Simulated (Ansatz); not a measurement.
Z-matrix (Å, degrees):
```
C
F 1 1.359
C 1 1.495 2 110.7
F 1 1.366 2 105.9 3 -118.5
H 1 1.091 2 108.9 3 124.6
O 3 1.350 1 115.8 2 -66.8
C 3 1.326 1 121.3 2 111.5
H 6 0.963 3 109.6 1 -13.1
H 7 1.081 3 120.0 1 0.2
H 7 1.082 3 121.3 1 -178.9
```

The species carries charge 0 and has multiplicity 1.

Problem. List the B3LYP/def2-TZVPP orbital energies in eV (Ansatz 0.2.0). (Best estimate.)

Solution. Computed: Occupied: -672.40, -672.25, -521.77, -281.69, -279.03, -276.96, -34.73, -33.06, -29.55, -21.98, -19.49, -16.80, -16.10, -15.57, -15.44, -13.10, -12.43, -12.30, -11.68, -11.53, -11.20, -11.00, -9.69, -7.13. Lowest empty: -0.37, 0.71, 1.46, 2.21, 2.84, 3.02, 3.53, 4.22.

B3LYP here is the variant with VWN-RPA as its local correlation; programs differ in this.
